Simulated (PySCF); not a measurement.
hydrazine (H4N2), SMILES NN. Geometry: PBE-D3(BJ)/def2-TZVP.

Computed equilibrium geometry at PBE-D3(BJ)/def2-TZVP (PySCF confirms it by a frequency run) as Cartesian coordinates in Å:
```xyz
6

N      0.7105     0.1040     0.0766
N     -0.7105    -0.1040     0.0766
H      1.1475    -0.7890     0.3079
H      1.0603     0.3878    -0.8442
H     -1.1475     0.7890     0.3079
H     -1.0603    -0.3878    -0.8442
```
